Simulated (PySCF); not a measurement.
Gas-phase reaction: BHCl2 + BH3 ⇌ 2 BH2 + 2 Cl

Computed with PySCF (xtb for GFN2) and rigid-rotor harmonic-oscillator thermochemistry at 1 bar. S°(298 K) at PBE0/def2-TZVP differs from the NASA 1993 table for BH2 (+14 J/mol/K); whether the harmonic model or the table's entry is off was not settled. † marks an energy on the PBE0/def2-TZVP geometry and frequencies; other levels use their own. Open shells (unrestricted): BH2 (multiplicity 2), Cl (multiplicity 2, electronic degeneracy 6); the rest are closed-shell singlets. GFN2 has no spin-polarisation term. Spin-orbit splitting is ignored; it lowers the true energy and changes the entropy of Cl. B3LYP is the form with VWN-RPA correlation. The harmonic model lacks anharmonicity and excited electronic states, which grow with temperature; levels with a mode under 35 cm⁻¹ are left out.

| level | ΔE electronic, kJ | ΔH°(298 K), kJ | ΔS°(298 K), J/K | ΔG°(1000 K), kJ |
|---|---|---|---|---|
| B3LYP/def2-TZVP† | 1024 | 1003 | 268 | 727 |
| GFN2-xTB | 1098 | 1081 | 266 | 808 |
| HF/def2-TZVP† | 789 | 768 | 268 | 492 |
| PBE/def2-SVP | 1089 | 1068 | 268 | 793 |
| PBE0/def2-SVP† | 1065 | 1044 | 268 | 768 |
ΔH° is lowest at HF/def2-TZVP† and highest at GFN2-xTB. No reference value is set beside these.
